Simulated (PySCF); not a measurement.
# Bonding in difluoroacetonitrile

Compound: difluoroacetonitrile, C₂HF₂N.
Numbering: `[N:1]#[C:2][CH:3]([F:4])[F:5]` (hydrogens: H6 on C3)

Cartesian coordinates in Å at the PBE0-D3(BJ)/def2-SVP level; atoms count from 1:
```xyz
6
C2HF2N angstrom
N      0.459    2.086   -0.340
C      0.215    0.973   -0.155
C     -0.114   -0.444    0.118
F     -1.046   -0.863   -0.748
F      0.986   -1.195   -0.023
H     -0.500   -0.555    1.147
```

Bond orders from the PBE0/pcSseg-1 density (PySCF). Isolated species at its PBE0-D3(BJ)/def2-SVP geometry, gas phase.

Task: How far do the computed orders between heavy atoms stray from the drawn ones?

Result: The largest departure is 0.076, at C2–C3 (drawn single, 0.924).

Task: Give the Mayer order of every bond between heavy atoms, beside its length.

Result: 
```tsv
bond	drawn as	length (Å)	Mayer order
N1–C2	triple	1.155	3.018
C2–C3	single	1.480	0.924
C3–F4	single	1.339	0.989
C3–F5	single	1.339	0.989
```

Task: And the bonds to hydrogen?

Result: C–H: 0.94 (1 bond).

Task: Sum the orders of all bonds at each heavy atom with more than one neighbour and set the sums beside the valence in the SMILES.

Result: C2 3.942 (drawn 4), C3 3.842 (drawn 4). Orders between atoms that aren't bonded are not in these sums.

Mayer orders depend on the basis set.
